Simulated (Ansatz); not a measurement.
For hcp Zr, PBEsol-D3(BJ) (Ansatz, an electronic-structure program, PAW) gives:

```
Property              Value
------------------  -------
lattice constant a  3.132 Å
c axis length       5.057 Å
```

Question: What does HSE06 in Ansatz (PAW) give for the same quantities?

Answer: 
- lattice constant a: 3.254 Å (increases by 3.9 %)
- lattice parameter c: 5.118 Å (grows by 1.2 %)

For comparison: lattice constant a 3.232 Å (measured, 293 K, no zero-point or thermal correction; as tabulated in Wikipedia's data pages); lattice parameter c 5.148 Å (measured, 293 K, not corrected to a static lattice; as tabulated in Wikipedia's data pages).

Changes are worked out from the printed values.

Unless a cell is named, each level is at its own relaxed cell (PBEsol-D3(BJ) 21.48, HSE06 23.47 Å³/atom).

Ansatz's density-functional and Hartree–Fock values are scalar-relativistic unless marked +SOC, with PAW data made under PBE.
